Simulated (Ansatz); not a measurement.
Input file:

```yaml
crystal:
  periodic: [false, false, false]
  atoms:
    - {symbol: B, position_ang: [0.000000, -0.080006, 0.000000]}
    - {symbol: H, position_ang: [0.000000, 0.429067, -1.077008]}
    - {symbol: H, position_ang: [0.000000, 0.429067, 1.077008]}
basis:
  gaussian: {orbitals: def2-SVP}
total_charge: 1
correlation: {method: fic_mrcisd_q, electrons: all, active_space: {window: {electrons: 3, orbitals: 2}}}
accuracy: high
```

```sh
$ ansatz run in.yaml --threads 1 --pin off --events-out ev --progress --plain --max-ram 2393MiB
```

(1) One thing in this input was set wrong on purpose, beside settings that are merely unusual. What is the gravest fault, and what does the program do?

Answers

(1) Impossible active window. How the run ends: stopped by an error.
```
475 factors; integrals over basis functions are off by at most 2.6e-9 eV
mean field evaluation 1: about -691.2100 eV, gradient 8.5e0 eV
mean field evaluation 2: about -691.2096 eV, gradient 8.5e0 eV
mean field evaluation 4: about -691.5460 eV, gradient 3.2e-1 eV
mean field evaluation 8: about -691.5468 eV, gradient 3.9e-8 eV
mean field -691.54682749 eV, -25.4138771630 hartree, gradient 4.7e-8 eV, S^2 0.000000; 0 other end points of the search recorded, 0 dependent functions left out
reference -691.54682749 eV, -25.4138771630 hartree; 3, 3 occupied and 21, 21 virtual orbitals, 475 factors
Error: 3 electrons in 2 orbitals form no window around the highest filled level of the reference
```
